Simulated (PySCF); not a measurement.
Ionisation energies (eV) were calculated with PySCF 2.14 by PBE, MP2 (valence), LDA, in another order, as differences of total energies without spin-orbit coupling. The measured values are between term centres (NIST).

```tsv
species	measured	A	B	C
B⁺ (aug-cc-pVTZ with one added diffuse shell each of s, p, d, f type, non-relativistic)	25.155	24.599	24.547	24.423
S (aug-cc-pV(T+d)Z with one added diffuse shell each of s, p, d, f type, non-relativistic)	10.336	10.433	10.567	10.005
As (aug-cc-pVTZ-PP with one added diffuse shell each of s, d, f type with ECP10MDF, ECP)	10.008	9.844	9.983	9.905
Kr (aug-cc-pVTZ-PP with one added diffuse shell each of s, d, f type with ECP10MDF, ECP)	14.222	13.999	14.295	14.040
Pd (aug-cc-pVTZ-PP with one added diffuse shell each of s, p, d, f, g type with ECP28MDF, ECP)	8.512	8.784	9.235	8.691
Ag (aug-cc-pVTZ-PP with one added diffuse shell each of s, p, d, f, g type with ECP28MDF, ECP)	7.576	8.041	8.369	7.502
I (aug-cc-pVTZ-PP with one added diffuse shell each of d, f type with ECP28MDF, ECP)	10.519	10.498	10.784	10.288
Re (aug-cc-pVTZ-PP with one added diffuse shell each of s, p, d, f, g type with ECP60MDF, ECP)	7.834	7.551	8.049	7.373
```

**Question.** Which column is which method?

**Answer.** A is PBE (mean error -0.05 eV); B is LDA (mean error 0.21 eV); C is MP2 (valence) (mean error -0.24 eV). PBE, with gradient corrections, lies close to experiment on average, with errors of both signs. LDA overbinds the outer electron and comes out highest. Valence MP2 in a finite basis recovers only part of the missing correlation, so it stays below experiment on average.
